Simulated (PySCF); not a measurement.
Species: nitrosyl fluoride, FNO.
Cartesian coordinates in Å at the PBE0-D3(BJ)/def2-SVP level; atoms count from 1:
```xyz
3
FNO angstrom
O     -0.398    0.899   -0.289
N      0.455    0.176   -0.085
F     -0.055   -1.108    0.356
```

Computed at PBE0/pcSseg-1 (PySCF, non-relativistic), with Q(17O) = −0.0256 b, Q(14N) = 0.02044 b: O1, 17O (I = 5/2): χzz = 12.11 MHz, η = 0.456; N2, 14N (I = 1): χzz = -6.907 MHz, η = 0.036.

Q: Find the zero-field quadrupole resonance frequencies of 17O at O1.

A: From the eigenvalues of H = χ/[4I(2I − 1)] × [3Iz² − I(I + 1) + η(Ix² − Iy²)], steps between neighbouring levels, labelled as for η = 0: ±1/2↔±3/2 2.187 MHz, ±3/2↔±5/2 3.500 MHz (oxygen bonded to N).

Q: Where would the pure quadrupole (NQR) lines of 14N at N2 fall for the rigid, isolated species?

A: From ν± = (3/4)|χ|(1 ± η/3) and ν0 = |χ|η/2: ν+ 5.242 MHz, ν− 5.118 MHz, ν0 0.124 MHz (nitrogen bonded to F and O).

In a crystal, neighbours and librations shift these lines. These gradients aren't converged with respect to the basis.
